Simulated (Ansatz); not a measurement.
## C2H7Si, SMILES CC[SiH2]: a rigid scan of one bond length, step by step

With Ansatz 0.2.0 through its Python package.

The cells in order, each with its output:

In [1]:
```python
import ansatz as az
import matplotlib.pyplot as plt
import numpy as np

geometry_ang = [
    ('C', [-0.769, 0.4853, -0.6287]),
    ('C', [-0.1566, -0.7265, -0.0881]),
    ('Si', [1.2854, -0.433, 1.0088]),
    ('H', [-1.5919, 0.2685, -1.2804]),
    ('H', [-0.1172, 1.1122, -1.2629]),
    ('H', [-1.1931, 1.188, 0.1627]),
    ('H', [0.1889, -1.3498, -0.9243]),
    ('H', [-0.8633, -1.2826, 0.4616]),
    ('H', [0.9195, 0.3871, 2.2462]),
    ('H', [2.3803, 0.2995, 0.3079]),
]
system = az.Crystal.molecule()
for symbol, xyz in geometry_ang:
    system = system.atom(symbol, xyz)
```

In [2]:
```python
symbols = [site.symbol for site in system.cartesian_sites]
start = np.array([site.position_ang for site in system.cartesian_sites])
axis = (start[5] - start[0]) / np.linalg.norm(start[5] - start[0])
moving = [5]
lengths, energies = [1.003, 1.049, 1.095, 1.14, 1.186, 1.231, 1.277, 1.345], []
for length in lengths:
    xyz = start.copy()
    xyz[moving] += (length - np.linalg.norm(start[5] - start[0])) * axis
    point = az.Crystal.molecule()
    for symbol, place in zip(symbols, xyz):
        point = point.atom(symbol, place.tolist())
    base = (
        point.calculation()
        .basis(gaussian='6-31G*')  # the orbital basis, by name
        .functional('pbe')
        .spin('collinear', total=1)
    )
    rep = base.run(threads=1).report
    energies.append(rep['free_energy_ev'])
    print(f'r = {length:6.3f} A  E = {energies[-1]:.5f} eV  <S^2> = {abs(rep["mean_field"]["state"]["spin_squared"]):.3f}')
```
```text
r =  1.003 A  E = -10056.05132 eV  <S^2> = 0.752
r =  1.049 A  E = -10056.19862 eV  <S^2> = 0.752
r =  1.095 A  E = -10056.25383 eV  <S^2> = 0.752
r =  1.140 A  E = -10056.23938 eV  <S^2> = 0.752
r =  1.186 A  E = -10056.17116 eV  <S^2> = 0.752
r =  1.231 A  E = -10056.06482 eV  <S^2> = 0.752
r =  1.277 A  E = -10055.92589 eV  <S^2> = 0.752
r =  1.345 A  E = -10055.68146 eV  <S^2> = 0.752
```

In [3]:
```python
# quartic fit about the minimum
fit = np.polynomial.Polynomial.fit(lengths, np.array(energies) - min(energies), 4).convert()
roots = [r.real for r in fit.deriv().roots() if abs(r.imag) < 1e-9 and fit.deriv(2)(r.real) > 0]
r_e = min(roots, key=lambda r: abs(r - lengths[int(np.argmin(energies))]))
print(f'minimum of the fit at {r_e:.4f} A, force constant {fit.deriv(2)(r_e):.2f} eV/A^2')
plt.figure(figsize=(4.5, 3))
plt.plot(lengths, np.array(energies) - min(energies), 'o-')
plt.xlabel('bond length (A)')
plt.ylabel('E - E(min) (eV)')
plt.tight_layout()
plt.savefig('scan.png', dpi=100)
```
```text
minimum of the fit at 1.1064 A, force constant 31.34 eV/A^2
```

Caveats:
- Total energies depend on the basis set; only differences at equal settings carry meaning.
- The rest of the molecule is held rigid at a force-field or estimated start geometry, and the basis set is modest; single-reference methods fail as a bond breaks.
- The species is open-shell (spin multiplicity 2).
- Timing: 21 s on 1 thread of Arm Neoverse V1, with other jobs on the host, peak memory 0.23 GiB.
